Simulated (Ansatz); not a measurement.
Basis-set series for CH5AlS, SMILES `[CH3][AlH][SH]`. Total charge 0; spin multiplicity 1. All single points use the PBE0-D4/def2-TZVP geometry. It is one conformer, not always the lowest.

```
functional       basis  functions  energy (Eh)  HOMO (eV)  LUMO (eV)
   PBE0-D4  def2-TZVPP        185   -681.51403      -7.65      -0.93
   PBE0-D4  def2-QZVPP        347   -681.53619      -7.68      -0.98
   ωB97M-V  def2-TZVPP        185   -681.74536      -9.84       0.68
   ωB97M-V  def2-QZVPP        347   -681.76674      -9.87       0.48
```

Problem. Give the rows for def2-SVP. (An estimate is asked.)

Solution. Ansatz gave: 
| functional | basis | functions | energy (Eh) | HOMO (eV) | LUMO (eV) |
| --- | --- | --- | --- | --- | --- |
| PBE0-D4 | def2-SVP | 75 | -681.24459 | -7.55 | -0.85 |
| ωB97M-V | def2-SVP | 75 | -681.47323 | -9.68 | 0.87 |

Positive LUMOs are unbound and depend on the basis.
